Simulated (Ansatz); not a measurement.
# CH3F2O: the cost of one run

Method: UKS LDA/def2-SVPD, in Ansatz 0.2.0.

## 1. Starting point

Bond lengths: C2–F3 1.326 Å, C2–F4 1.330 Å, C2–H6 1.092 Å, O5–H7 0.960 Å. Angles: F3–C2–F4 109.8°, F3–C2–H6 113.1°, F4–C2–H6 112.8°.

Structure file:

```xyz
7

H    -0.1844    0.4553   -0.2848
C     0.5480   -0.6368    0.1833
F     0.4195   -1.6051   -0.7138
F    -0.0027   -1.0119    1.3338
O    -0.7574    1.5341   -0.6370
H     1.5784   -0.2946    0.2991
H    -1.6015    1.5589   -0.1806
```

## 2. Pulling towards end A

Springs on the bonds that form and break draw the guess towards this end; the thresholds are loose.

The input, input.yaml:

```yaml
crystal:
  periodic: [false, false, false]
  atoms:
    - { symbol: H, position_ang: [-0.1844, 0.4553, -0.2848] }
    - { symbol: C, position_ang: [0.548, -0.6368, 0.1833] }
    - { symbol: F, position_ang: [0.4195, -1.6051, -0.7138] }
    - { symbol: F, position_ang: [-0.0027, -1.0119, 1.3338] }
    - { symbol: O, position_ang: [-0.7574, 1.5341, -0.637] }
    - { symbol: H, position_ang: [1.5784, -0.2946, 0.2991] }
    - { symbol: H, position_ang: [-1.6015, 1.5589, -0.1806] }
magnetization:
  spin_polarized: true
  initial_magnetization: 1
basis:
  gaussian: { orbitals: def2-SVPD }
hamiltonian:
  xc: lda
relax:
  f_tol: 0.15
  max_steps: 25
  restrain:
    - { distance: [0, 4], at: 2.27, k: 30.0 }
    - { distance: [1, 0], at: 1.07, k: 30.0 }
```

Run with:

```bash
ansatz run input.yaml --threads 4 --pin off --max-ram 5120MiB --backend cpu --events-out ev --progress --plain --runs-dir out
```

What time and memory should one allow on 4 threads of Arm Neoverse N1, shared host?

About 17 s, with a peak of 0.23 GiB.
